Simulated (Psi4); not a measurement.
This Psi4 input (B3LYP/def2-QZVPPD) gives -343.18996 Eh with 175 basis functions.

```
memory 8100 MB

molecule {
0 1
P     0.00293147    0.00160888    0.12817703
H    -0.00384980    1.18388197   -0.65609339
H     1.01199153   -0.61366513   -0.65676338
H    -1.05211382   -0.59435001   -0.60979871
}

set {
  basis def2-qzvppd
  scf_type df
}

energy('b3lyp')
print_variables()
```

Change:
```diff
- basis def2-qzvppd
+ basis 6-311++g(3df,3pd)
```

Q: What does the run give now?

A: -343.17975 Eh (B3LYP/6-311++G(3df,3pd), 101 functions), a change of +10.21 mEh.
